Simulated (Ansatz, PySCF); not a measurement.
This PySCF input computes a BLYP/def2-TZVPD energy:

```python
from pyscf import gto, scf, dft

mol = gto.M(
    atom='''
    N     0.00050850    0.05505915    0.21829074
    C     0.00176132    1.42665324    0.07760598
    C     1.21886028   -0.65170039   -0.11593847
    C    -1.22078552   -0.64895999   -0.11094661
    H     0.93451484    1.93798604    0.26489020
    H    -0.92906689    1.94007936    0.26870335
    H     1.36171805   -0.73955939   -1.20323368
    H     1.19291628   -1.65514888    0.31148623
    H     2.07484105   -0.12021475    0.29928959
    H    -1.36828861   -0.73649284   -1.19764770
    H    -2.07386374   -0.11555460    0.30777843
    H    -1.19534696   -1.65246620    0.31637296
    ''',
    basis='def2-tzvpd',
    charge=0,
    spin=1,
    verbose=4,
)

mf = dft.UKS(mol, xc='blyp').density_fit(auxbasis='def2-universal-jkfit')
mf.grids.level = 3
mf.conv_tol = 1e-9
mf.max_cycle = 100
mf.max_memory = 1500
mf.kernel()
if not mf.converged:
    mf = mf.newton()
    mf.kernel(mf.make_rdm1())
for _ in range(2):
    mo, _, stable, _ = mf.stability(return_status=True)
    if stable:
        break
    mf.kernel(mf.make_rdm1(mo, mf.mo_occ))
mf.analyze()
```

Task: Write an input for the same energy in Ansatz (a quantum-chemistry and plane-wave program) and say what it gives.

Result: 
Ansatz 0.2 input:
```yaml
crystal:
  periodic: [false, false, false]
  atoms:
    - {symbol: N, position_ang: [0.00050850, 0.05505915, 0.21829074]}
    - {symbol: C, position_ang: [0.00176132, 1.42665324, 0.07760598]}
    - {symbol: C, position_ang: [1.21886028, -0.65170039, -0.11593847]}
    - {symbol: C, position_ang: [-1.22078552, -0.64895999, -0.11094661]}
    - {symbol: H, position_ang: [0.93451484, 1.93798604, 0.26489020]}
    - {symbol: H, position_ang: [-0.92906689, 1.94007936, 0.26870335]}
    - {symbol: H, position_ang: [1.36171805, -0.73955939, -1.20323368]}
    - {symbol: H, position_ang: [1.19291628, -1.65514888, 0.31148623]}
    - {symbol: H, position_ang: [2.07484105, -0.12021475, 0.29928959]}
    - {symbol: H, position_ang: [-1.36828861, -0.73649284, -1.19764770]}
    - {symbol: H, position_ang: [-2.07386374, -0.11555460, 0.30777843]}
    - {symbol: H, position_ang: [-1.19534696, -1.65246620, 0.31637296]}
basis:
  gaussian:
    orbitals: def2-TZVPD
hamiltonian:
  xc: {name: BLYP}
magnetization: {spin_polarized: true, initial_magnetization: 1}
output: {forces: true}
```
It gives -173.79281 Eh, and PySCF -173.79299 Eh, a difference of 0.18 mEh, from the treatment of integrals and grids.

It need not be the lowest isomer of its formula.
